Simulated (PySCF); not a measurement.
# [HSO2]− (SMILES O=[SH][O-]) at B3LYP/STO-3G

What is the vertical singlet–triplet gap of [HSO2]− at B3LYP/STO-3G? 

The calculation is run with PySCF 2.14.0.

8 further runs of the same task are left out: 8 set aside as unsound or not needed.

### 1 The molecule

The species is [HSO2]− (4 atoms), meant as a singlet with charge -1. As SMILES, `O=[SH][O-]`. The coordinates come from a GFN2-xTB relaxation.

Bond lengths: O1–S2 1.485 Å, S2–O3 1.486 Å, S2–H4 1.617 Å. Angles: O1–S2–O3 112.7°, O1–S2–H4 101.0°, O3–S2–H4 101.0°.

### 2 The energy at B3LYP/STO-3G

Input file start.xyz:

```xyz
4

O     -1.198220     0.078790     0.730410
S     -0.199070    -0.294820    -0.302710
O      1.007500    -0.941190     0.274450
H      0.389790     1.157220    -0.702150
```

Input file calc.py:

```python
from pyscf import gto, dft

mol = gto.M(
    atom='start.xyz',
    basis='sto-3g',
    charge=-1,
    max_memory=1860,
    verbose=3,
)

calc0 = dft.RKS(mol)
calc0.xc = 'b3lyp'
calc0.grids.level = 5
calc0.conv_tol = 1e-10
calc0.kernel()
if not calc0.converged:
    calc0 = calc0.newton().run(calc0.mo_coeff, calc0.mo_occ)

energy = calc0.e_tot
print('Final energy', energy)
```

Launch:

```bash
OMP_NUM_THREADS=1 python calc.py
```

Standard output:

```text
converged SCF energy = -542.318127277556
Final energy -542.3181272775555
```

Run time: 2.5 s. Hardware: 1 thread of Arm Neoverse V2, shared host; peak memory 0.2 GiB.

### 3 The triplet

Input file job.py:

```python
from pyscf import gto, dft

mol = gto.M(
    atom=[
    ('O', (-1.198220, 0.078790, 0.730410)),
    ('S', (-0.199070, -0.294820, -0.302710)),
    ('O', (1.007500, -0.941190, 0.274450)),
    ('H', (0.389790, 1.157220, -0.702150)),
],
    charge=-1,
    verbose=3,
    basis='sto-3g',
    max_memory=1860,
    spin=2,
)

mf = dft.UKS(mol, xc='b3lyp')
mf.conv_tol = 1e-10
mf.grids.level = 5
mf.kernel()
if not mf.converged:
    mf = mf.newton().run(mf.mo_coeff, mf.mo_occ)

e_final = mf.e_tot
print('E(%s) = %.9f' % ('B3LYP', e_final))
```

Launch:

```bash
OMP_NUM_THREADS=1 python job.py
```

Standard output:

```text
WARN: HOMO 0.0565338788811239 >= LUMO -0.229972127354403

WARN: HOMO 0.424854478614109 >= LUMO 0.411957923442795

WARN: HOMO 0.412504987718065 >= LUMO 0.347659894262425

WARN: HOMO 0.395072729169914 >= LUMO 0.364502161588948

WARN: HOMO 0.395535886893948 >= LUMO 0.363389608225711

WARN: HOMO 0.395690316196553 >= LUMO 0.363045160574033

WARN: HOMO 0.395741863698771 >= LUMO 0.363283295792473

WARN: HOMO 0.395645220403295 >= LUMO 0.363293422771058

WARN: HOMO 0.395580395701154 >= LUMO 0.363299024888606

WARN: HOMO 0.39557536677494 >= LUMO 0.363297110318425

WARN: HOMO 0.395575582956475 >= LUMO 0.363297001700317

WARN: HOMO 0.395575578519793 >= LUMO 0.36329698161689

converged SCF energy = -542.196516206965  <S^2> = 2.002791  2S+1 = 3.0018601
E(B3LYP) = -542.196516207
```

It took 4.2 s on 1 thread of Arm Neoverse V2, shared host; peak memory 0.21 GiB.

### 4 Results

Level: B3LYP/STO-3G.

| quantity | value |
| --- | --- |
| singlet: total energy | -542.31813 Eh |
| singlet: HOMO energy | 7.35 eV |
| singlet: LUMO energy | 13.10 eV |
| singlet: HOMO–LUMO gap (to an unbound level, set by the basis) | 5.74 eV |
| triplet: total energy | -542.19652 Eh |
| triplet: HOMO energy (highest over α and β) | 10.76 eV |
| triplet: ⟨S²⟩ | 2.003 |
| vertical energy of the triplet above the singlet | 3.309 eV |

In words: At this shape the triplet lies 3.31 eV (76 kcal/mol) above the singlet. In a minimal basis such a difference can be off by several eV, whatever the method. The HOMO (singlet) lies at positive energy, 7.35 eV; only total energies tell whether the electron is bound. The HOMO (triplet) lies at positive energy, 10.76 eV; only total energies tell whether the electron is bound.
